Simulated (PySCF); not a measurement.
CS₂, SMILES S=C=S, singlet, PBE0/def2-SVP optimised geometry.

```
3

S      1.56     0.00     0.00
C      0.00     0.00     0.00
S     -1.56     0.00     0.00
```

Density from PBE0/def2-TZVP in PySCF at that geometry.

Minimum of the electron density along straight lines between bonded atoms, close to the bond critical point (lines longer than 1.1 times the sum of covalent radii, or with two minima, are not listed):

```json
[
 {"bond": "S1–C2", "length / Å": "1.556", "ρ at the minimum / e bohr⁻³": "0.253", "∇²ρ there / e bohr⁻⁵": "0.32", "position (fraction from the first atom)": "0.39"},
 {"bond": "C2–S3", "length / Å": "1.556", "ρ at the minimum / e bohr⁻³": "0.253", "∇²ρ there / e bohr⁻⁵": "0.32", "position (fraction from the first atom)": "0.61"}
]
```
